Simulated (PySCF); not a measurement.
Isomers of C2H4Cl2: computed energies against enthalpies of formation

**Experimental background.**

Active Thermochemical Tables 1.112 lists, for the gas at 0 K: enthalpy of formation of `ClCCCl` (1,2-dichloroethane) -118.15 ± 0.59 kJ/mol; enthalpy of formation of `CC(Cl)Cl` (1,1-dichloroethane) -114.7 ± 1.1 kJ/mol.

The runs below try to reproduce these values; the comparison stands at the end.

Differences of these values give the isomerisation enthalpies. Geometries: PBE0-D3(BJ)/def2-TZVP; runs in PySCF, gas phase, with a dispersion term only where the level names one. Total electronic energies (Eh):

```json
{"SMILES": "ClCCCl", "PBE0-D3(BJ)/def2-TZVP": "-998.68706"}
{"SMILES": "CC(Cl)Cl", "PBE0-D3(BJ)/def2-TZVP": "-998.68626"}
```

Geometry of `ClCCCl` (Å):
```
atom  x, y, z in Å
Cl1   -1.5102    1.2128    0.9244
C2    -0.6922   -0.1975    0.2065
C3     0.6993    0.1970   -0.2153
Cl4    1.5175   -1.2129   -0.9324
H5    -1.2860   -0.5255   -0.6447
H6    -0.6702   -0.9844    0.9580
H7     0.6767    0.9839   -0.9669
H8     1.2924    0.5264    0.6359
```

Geometry of `CC(Cl)Cl` (Å):
```
atom  x, y, z in Å
C1    -0.8108   -0.0261   -0.1546
C2     0.6367    0.0350    0.2480
Cl3    1.4351    1.4477   -0.4769
Cl4    1.4843   -1.4582   -0.2110
H5    -1.3176    0.8874    0.1608
H6    -1.2880   -0.8837    0.3226
H7    -0.8994   -0.1264   -1.2363
H8     0.7665    0.1354    1.3226
```

Zero-point and thermal terms are left out, so the computed numbers are electronic energies.

## Comparison

Relative to `ClCCCl`, the lowest by measurement, in kJ/mol (measured: enthalpies at 0 K; computed: electronic energies):

| SMILES | measured | PBE0-D3(BJ)/def2-TZVP |
| --- | --- | --- |
| ClCCCl | 0.0 | 0.0 |
| CC(Cl)Cl | 3.5 | 2.1 |

Measured values: -118.15 kJ/mol (0 K; Active Thermochemical Tables 1.112) for the first row; the others come from the same table. Unsigned miss: PBE0-D3(BJ)/def2-TZVP 1.4 kJ/mol. One conformer stands for `ClCCCl`, not necessarily the lowest, while the measurement averages over conformers. Where a level misses, the cause wasn't examined.
